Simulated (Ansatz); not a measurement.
This Ansatz (a quantum-chemistry and plane-wave program) input (CCSD(T)/6-31G) gives -1.15170 Eh with 4 basis functions. A basis named .json is the Basis Set Exchange file of that set (core-valence sets with the plain set on hydrogen).

Ansatz 0.2 input:
```yaml
crystal:
  periodic: [false, false, false]
  atoms:
    - {symbol: H, position_ang: [-0.00000000, -0.00000000, -0.37201156]}
    - {symbol: H, position_ang: [0.00000000, 0.00000000, 0.37201156]}
basis:
  gaussian:
    orbitals: 6-31G
magnetization: {spin_polarized: false}
correlation: {method: ccsd_t, electrons: outside_noble_gas}
```

Change:
```diff
- orbitals: 6-31G
+ orbitals: pcseg-3.json
```

Problem. What does the run give now?

Solution. -1.17388 Eh (CCSD(T)/pcseg-3, 66 functions), a change of -22.18 mEh.
